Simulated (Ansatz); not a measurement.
## What a trial cell of As₂Au relaxes into

Theory: Ansatz 0.2.0, DFT PBE, scalar-relativistic, plane waves, PAW. Cutoff 420 eV, Γ-centred k mesh, Gaussian smearing, no spin polarisation in the final step.

The start puts As₂Au on the Cu2Sb structure type (P4/nmm, No. 129), with Au in place of Sb, As in place of Cu, at a guessed volume.

```
As Au
1.0
     4.17500    0.00000    0.00000
     0.00000    4.17500    0.00000
     0.00000    0.00000    6.37023
As Au
4 2
Direct
  0.00000 0.00000 0.00000
  0.50000 0.50000 0.00000
  0.00000 0.50000 0.27000
  0.50000 0.00000 0.73000
  0.00000 0.50000 0.70000
  0.50000 0.00000 0.30000
```

Cell and atoms relax at zero pressure; the relaxation can't lower the symmetry of the start. After a coarse first stage the cell is made exact in the group found at 0.06 Å.

Energies over the elements count from the elements' standard structures at the same level, with no empirical corrections.

(1) What does it relax into?

(2) What are its volume, energy, density and gap?

Answers

(1) It keeps P4/nmm (No. 129), but not the shape of the type it started on. Conventional cell: a = 3.884 Å, c = 7.914 Å. Around As on Wyckoff site a (2 atoms of the primitive cell) lie 4 As at 2.75 Å and 4 Au at 3.13 Å (next As at 3.46 Å); As on Wyckoff site c (2 atoms of the primitive cell) has 1 Au at 2.60 Å and 4 Au at 2.78 Å; Au is coordinated by 1 As at 2.60 Å, 4 As at 2.78 Å and 4 As at 3.13 Å.

```xyz
6
Lattice="3.8843 0.0000 0.0000 0.0000 3.8843 0.0000 0.0000 0.0000 7.9145" Properties=species:S:1:pos:R:3 pbc="T T T"
As    0.0000    0.0000    0.0000
As    1.9422    1.9422    0.0000
As    0.0000    1.9422    2.8619
As    1.9422    0.0000    5.0526
Au    0.0000    1.9422    5.4621
Au    1.9422    0.0000    2.4524
```

(2) The volume per atom is 19.90 Å³ and the density is 9.65 g/cm³. The energy over the elements is 0.28 eV/atom and the gap on the 10×10×6 mesh is 0 eV (a metal).

The final run used a 10×10×6 mesh on its 6-atom cell and 0.10 eV smearing. The k mesh leaves about 4 meV/atom of noise in metals. Spin–orbit coupling is left out. Symmetry constrained the relaxation, so the result can be a saddle point.

Cost: 3 runs of about 6.3 core-minutes in all, on Arm Neoverse V1 (shared hosts).